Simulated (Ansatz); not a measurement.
**C2H3Si− (SMILES [CH-]=[Si]=C): functionals against CCSD(T) at one geometry**

How do the functionals fare away from a minimum? The structure is a structure displaced at random from a GFN2-xTB minimum.

Program: Ansatz 0.2.0, Gaussian basis. Level of theory: single points in def2-TZVPPD. These are calculated values, not measurements.

Cores are frozen in the correlated methods.

## Step 1: The system as given

SMILES `[CH-]=[Si]=C`, 6 atoms, charge -1, spin multiplicity 1.

Atoms are counted from 1 here; the program's logs count them from 0.

Bond lengths: C1–Si2 1.635 Å, C1–H4 1.214 Å, Si2–C3 1.828 Å, C3–H5 1.003 Å, C3–H6 1.259 Å. Angles: Si2–C1–H4 116.1°, C1–Si2–C3 171.2°, Si2–C3–H5 111.2°, Si2–C3–H6 110.0°, H5–C3–H6 121.9°.

As a file:

```xyz
6
C2H3Si
C    -1.58510   -1.10900   -0.74450
Si   -0.39090   -0.16120   -0.15270
C     1.11190    0.67660    0.46350
H    -2.50310   -0.53220   -1.29070
H     1.92860    0.36230   -0.02650
H     1.07770    0.75500    1.71910
```

## Step 2: CCSD(T)/def2-TZVPPD

run/in.yaml

```yaml
crystal:
  periodic: [false, false, false]
  atoms:
    - {symbol: C, position_ang: [-1.585100, -1.109000, -0.744500]}
    - {symbol: Si, position_ang: [-0.390900, -0.161200, -0.152700]}
    - {symbol: C, position_ang: [1.111900, 0.676600, 0.463500]}
    - {symbol: H, position_ang: [-2.503100, -0.532200, -1.290700]}
    - {symbol: H, position_ang: [1.928600, 0.362300, -0.026500]}
    - {symbol: H, position_ang: [1.077700, 0.755000, 1.719100]}
basis:
  gaussian: {orbitals: "def2-TZVPPD.json"}
total_charge: -1
correlation: {method: ccsd_t}
output: {forces: true}
```

The basis file named in the input lies beside it (Basis Set Exchange, JSON).

No record of the launch command was kept for these runs.

## Step 3: PBE0-D4/def2-TZVPPD

Changes to run/in.yaml since step 2:

```diff
@@ -12,3 +12,3 @@
 total_charge: -1
-correlation: {method: ccsd_t}
-output: {forces: true}
+hamiltonian: {xc: pbe0, dispersion: d4}
+output: {forces: true, orbitals: {seedname: orbitals}}
```

## Step 4: wB97M-V/def2-TZVPPD

Changes to run/in.yaml since step 3:

```diff
@@ -12,3 +12,3 @@
 total_charge: -1
-hamiltonian: {xc: pbe0, dispersion: d4}
-output: {forces: true, orbitals: {seedname: orbitals}}
+hamiltonian: {xc: {name: wB97M-V}}
+output: {forces: true}
```

## Step 5: r2SCAN-D4/def2-TZVPPD

Changes to run/in.yaml since step 4:

```diff
@@ -12,3 +12,3 @@
 total_charge: -1
-hamiltonian: {xc: {name: wB97M-V}}
+hamiltonian: {xc: r2scan, dispersion: d4}
 output: {forces: true}
```

## Step 6: PBE-D4/def2-TZVPPD

Changes to run/in.yaml since step 5:

```diff
@@ -12,3 +12,3 @@
 total_charge: -1
-hamiltonian: {xc: r2scan, dispersion: d4}
+hamiltonian: {xc: pbe, dispersion: d4}
 output: {forces: true}
```

## Step 7: BLYP-D4/def2-TZVPPD

Changes to run/in.yaml since step 6:

```diff
@@ -12,3 +12,3 @@
 total_charge: -1
-hamiltonian: {xc: pbe, dispersion: d4}
+hamiltonian: {xc: {name: BLYP}, dispersion: d4}
 output: {forces: true}
```

## Step 8: CAM-B3LYP-D4/def2-TZVPPD

Changes to run/in.yaml since step 7:

```diff
@@ -12,3 +12,3 @@
 total_charge: -1
-hamiltonian: {xc: {name: BLYP}, dispersion: d4}
+hamiltonian: {xc: {name: CAM-B3LYP}, dispersion: d4}
 output: {forces: true}
```

(Steps that only read results are left out.)

Q: Predict the outcome of this session. Wanted: RMS force component; RMS force error; HOMO and LUMO, PBE0-D4; T1 diagnostic.

**Answer**, as computed:

| quantity | value |
| --- | --- |
| RMS force component | 2.355 to 2.459 eV/Å over the methods |
| RMS force error | PBE0-D4 0.203, wB97M-V 0.303, r2SCAN-D4 0.131, PBE-D4 0.128, BLYP-D4 0.134, CAM-B3LYP-D4 0.360 eV/Å |
| HOMO and LUMO, PBE0-D4 | -0.72 and 3.35 eV |
| T1 diagnostic | 0.023 |

The forces of PBE-D4 come nearest to CCSD(T), those of CAM-B3LYP-D4 are farthest. Frozen-core CCSD(T) forces in triple zeta carry basis errors of their own, and this is one geometry, so small gaps rank nothing. The restricted Hartree–Fock reference is unstable towards an unrestricted one at one or more of these structures.
